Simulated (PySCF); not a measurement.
## Dipole moment and polarisability of HPO

HPO.
Geometry (PBE0-D3(BJ)/def2-TZVP, Å), atoms numbered from 1 in this order:
```
atom  x, y, z in Å
O1     1.205   -0.014    0.002
P2    -0.152    0.571   -0.013
H3    -1.047   -0.592   -0.008
```

Level: CAM-B3LYP/aug-cc-pVTZ (PySCF), static field, nuclei fixed, core orbitals frozen in the response. The polarisability tensor in these axes (au):

```
x   33.05  1.11  0.06
y    1.11 29.20 -0.05
z    0.06 -0.05 23.00
```

Task: What are the eigenvalues, a third of the trace, and Δα (Δα² = ½Σ(αi − αj)² over the three pairs)?

Result: Principal values 22.99, 28.90 and 33.35 au; mean 28.41 au = 4.21 Å³ = 4.68 × 10⁻⁴⁰ C²·m²/J; Δα = 9.00 au (32 % of the mean).

Task: What is the dipole moment, and where does it point?

Result: (-2.36, 0.56, -0.02) D, 2.42 D in size, pointing from the negative to the positive side. Measured along this direction, the outermost atoms are O1 at the negative end and H3 at the positive end.

Task: Rayleigh depolarisation ratio (linearly polarised light, static tensor)?

Result: ρ = 3Δα²/(45ᾱ² + 4Δα²) = 242.8/(36328 + 323.7) = 0.00662.

Task: Directions of the eigenvectors, and the extent of the frame along each?

Result: Largest value along (0.97, 0.26, 0.00), where the nuclei span 2.32 Å; middle along (-0.26, 0.97, -0.01), 0.92 Å; least along (-0.01, 0.01, 1.00), 0.00 Å. The response follows the extents in order.

Task: Refractivity n − 1 of an ideal gas of it at 298.15 K and 1 atm, from the electronic α?

Result: N = p/kT = 2.4615 × 10¹⁹ cm⁻³, so n − 1 = 2π × N × 4.21 × 10⁻²⁴ cm³ = 651 × 10⁻⁶ at long wavelengths.

Task: What are the principal values of the traceless quadrupole moment, Θ = ½Σq(3rr − r²1), about the centre of nuclear charge?

Result: -3.10, -0.10, 3.19 D·Å. The values depend on the origin, since the dipole doesn't vanish. The electronic extent ⟨r²⟩ about the same centre is 93 bohr², a root-mean-square distance of 1.04 Å for the 24 electrons.

Isolated species at its PBE0-D3(BJ)/def2-TZVP geometry, gas phase.
